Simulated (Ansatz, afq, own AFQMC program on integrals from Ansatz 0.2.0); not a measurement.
Integrals from Ansatz 0.2.0, then the random walk in our own AFQMC program (afq).

```yaml
crystal:
  periodic: [false, false, false]
  atoms:
    - {symbol: Al, position_ang: [-0.005324, 0.009022, -0.000018]}
    - {symbol: H, position_ang: [1.580452, 0.024073, -0.000101]}
    - {symbol: H, position_ang: [-0.652766, 1.106241, -0.002260]}
    - {symbol: H, position_ang: [-0.785177, -1.371823, 0.002855]}
basis:
  gaussian: {orbitals: cc-pVDZ}
magnetization: {spin_polarized: false}
correlation: {method: ccsd_t, electrons: outside_noble_gas, hamiltonian_folder: ham}
```

```sh
$ ansatz run in.yaml --threads 1 --pin off --events-out ev --progress --plain --max-ram 16896MiB --backend cuda --devices 0, --max-vram 18GiB
```

afq runs on the folder ham with

```
--method phaseless --trial cisd --walkers 4000 --populations 20 --least-time 60 --time-step 0.005 --steps-per-block 50 --equilibration-blocks 28 --max-blocks 4000 --target-error 0.00015 --factor-cut 1e-05 --seed 221 --release-times 0.24,0.51,0.99,1.62,2.4 --release-step 0.03 --release-every 3 --taylor-order 6
```

Times are imaginary, in 1/Eh. The walk had a cap of 122 s. With eight or more populations the least sampling time is a fifth of least-time, and the error comes from their spread.

Output of the walk:

```
orbitals 28  electrons 3 3  factors 204 of 308
reference energy -243.59358917 Eh
CCSD correlation -0.10182583 Eh in 8 cycles, weight of the determinant in the CISD state 0.9409
energy of the start -243.695410 Eh
 block  time / (1/Eh)  mean weight  energy / Eh
     1     0.250  0.9997  -243.694794
     2     0.500  1.0001  -243.694957
     3     0.750  0.9999  -243.695254
     4     1.000  1.0000  -243.695515
     5     1.250  0.9999  -243.695773
    10     2.500  1.0000  -243.696409
    15     3.750  1.0001  -243.696487
    20     5.000  1.0001  -243.696677
    25     6.250  0.9999  -243.696637
    30     7.500  1.0000  -243.696665
    35     8.750  1.0001  -243.696719
    38     9.500  1.0000  -243.696539
    40    10.000  1.0000  -243.696630
    45    11.250  1.0001  -243.696803
    50    12.500  1.0001  -243.696783
    55    13.750  0.9999  -243.696871
    60    15.000  1.0001  -243.696731
    65    16.250  1.0000  -243.696773
    70    17.500  0.9999  -243.696742
    75    18.750  1.0001  -243.696908
    76    19.000  1.0000  -243.696981
    78    19.500  1.0000  -243.696794
error from the spread of 20 populations
released: time / (1/Eh)  energy / Eh  error  mean overlap
  0.24  -243.696779  0.000033  0.9984
  0.51  -243.696784  0.000024  0.9970
  0.99  -243.696788  0.000019  0.9985
  1.62  -243.696778  0.000015  1.0006
  2.40  -243.696789  0.000015  1.0015
energy -243.696754 +/- 0.000038 Eh
(rows thinned)
```

The run passed its tests (sampling time, drift between the halves within three errors, error under three times the target), which doesn't prove that it has relaxed.

Against this walk (error 1.0 meV) on the same determinant: CCSD(T) 9.0 meV higher, CCSDT(Q) 0.7 meV lower (within the noise), CCSDTQ 0.8 meV lower (within the noise), full CI 0.8 meV lower (within the noise). The error is statistical and leaves out the bias of the constraint. Released to 2.40 1/Eh the energy moves by -0.9 ± 1.1 meV (both errors), within twice the noise.

Cautions: constraint bias not in the error.

The walk took 14 s on 1 × NVIDIA H100 80GB HBM3 with 2 threads of AMD EPYC 7R13 Processor (Zen 3) (shared host) (the card was shared). The log's last line is the phaseless energy.

CCSDT and higher add their correlation energy to the determinant of the CCSD(T) run, since their own runs factorise the integrals more tightly (a shift of under 2 meV). A walk keeps the symmetry of its determinant, which the program's search chose and which needn't be the lowest solution, so a lower state of the same spin and another symmetry isn't excluded.
